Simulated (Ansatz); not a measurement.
Species: CH$_{4}$O, SMILES `CO` with one electron removed (charge 1, multiplicity 2).

**Question.** Give a relaxed geometry from PBE0-D3(BJ)/def2-TZVP in Ansatz (a program for electronic structure).

**Answer.** the end point of this relaxation (outside a Z-matrix the atoms follow the SMILES, hydrogens last).
Z-matrix (Å, degrees):
```
C
O 1 1.3498
H 2 0.9847 1 113.70
H 1 1.0855 2 110.88 3 -180.00
H 1 1.1269 4 114.45 2 125.17
H 1 1.1269 4 114.45 5 109.67
```
